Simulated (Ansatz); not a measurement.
A run of Ansatz (development build ahead of 0.2.0) on singlet NOP at this shape:

```csv
atom,x (Å),y (Å),z (Å)
P,0.0000,0.0000,0.0000
N,0.0000,2.9782,1.7195
O,0.0000,-2.8946,1.6712
```

Its results:

```json
{"Converged": "yes", "Total energy": "-469.88875 hartree", "Spin squared of the determinant": "4.024", "Stability test": "minimum"}
```

(1) Which input gives this output? Name the method, the orbitals and the basis set, and write the input.

Answers

(1) UHF in pcseg-2.

```yaml
crystal:
  periodic: [false, false, false]
  atoms:
    - { symbol: P, position_ang: [0.0, 0.0, 0.0] }
    - { symbol: "N", position_ang: [0.0, 2.9782, 1.7195] }
    - { symbol: O, position_ang: [0.0, -2.8946, 1.6712] }
basis:
  gaussian: { orbitals: pcseg-2 }
magnetization:
  spin_polarized: true
hamiltonian:
  xc: hf
```

Caution: the unrestricted determinant is a mixture of spin states.
